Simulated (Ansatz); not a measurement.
Input file:

```yaml
crystal:
  periodic: [false, false, false]
  atoms:
    - {symbol: C, position_ang: [0.000000, 0.000000, 0.000000]}
    - {symbol: C, position_ang: [0.000000, 0.000000, 1.301443]}
basis:
  gaussian: {orbitals: cc-pVDZ}
magnetization: {spin_polarized: false}
correlation: {method: ccsdt_q, electrons: outside_noble_gas}
```

```sh
$ ansatz run in.yaml --threads 1 --pin off --events-out ev --progress --plain --max-ram 2816MiB --backend cpu
```

The program prints:

```
496 factors; integrals over basis functions are off by at most 1.5e-7 eV
mean field evaluation 1: about -2051.1512 eV, gradient 6.3e0 eV
mean field evaluation 2: about -2051.1568 eV, gradient 6.3e0 eV
mean field evaluation 4: about -2051.2976 eV, gradient 2.9e-1 eV
mean field evaluation 8: about -2051.2981 eV, gradient 8.7e-6 eV
mean field evaluation 16: about -2052.6252 eV, gradient 4.5e-2 eV
mean field evaluation 32: about -2051.2981 eV, gradient 1.7e-6 eV
mean field evaluation 64: about -2052.6293 eV, gradient 3.3e-4 eV
mean field evaluation 96: about -2052.6252 eV, gradient 3.3e-4 eV
mean field -2052.62517662 eV, -75.4325839214 hartree, gradient 1.9e-6 eV, S^2 0.000000; 9 other end points of the search recorded, 0 dependent functions left out; unrestricted orbitals would lower it
mean field evaluation 128: about -2054.2654 eV, gradient 5.0e-3 eV
determinant -2052.62517662 eV, -75.4325839214 hartree, with singles and doubles -2058.44151218 eV, -75.6463303109 hartree
determinant -2051.29806623 eV, -75.3838135141 hartree, with singles and doubles -2059.85671374 eV, -75.6983380088 hartree
mean field evaluation 160: about -2054.2654 eV, gradient 2.1e-4 eV
...
cycle  10  -9.29142156 eV  change   -5.3e-4 eV  update   4.7e-4
cycle  11  -9.29181040 eV  change   -3.9e-4 eV  update   1.4e-4
cycle  12  -9.29183133 eV  change   -2.1e-5 eV  update   4.9e-5
cycle  13  -9.29196163 eV  change   -1.3e-4 eV  update   2.1e-5
cycle  14  -9.29199695 eV  change   -3.5e-5 eV  update   8.4e-6
cycle  15  -9.29199307 eV  change    3.9e-6 eV  update   3.6e-6
cycle  16  -9.29199040 eV  change    2.7e-6 eV  update   9.1e-7
cycle  17  -9.29199046 eV  change   -5.3e-8 eV  update   4.0e-7
cycle  18  -9.29199183 eV  change   -1.4e-6 eV  update   1.8e-7
cycle  19  -9.29199222 eV  change   -3.9e-7 eV  update   8.2e-8
perturbative correction -0.12630480 eV, -0.0046416159 hartree
WARN: these amplitudes may be one of several solutions (largest doubles amplitude 0.36, level shift 0.16 eV)
Total energy: -2060.71636326 eV, -75.7299295459 hartree
```

For the same geometry and basis full CI lies 30.2 meV higher.

Ran on 1 thread of AMD EPYC 7R13, shared host: 1.6 s wall, 0.14 GiB peak host memory.
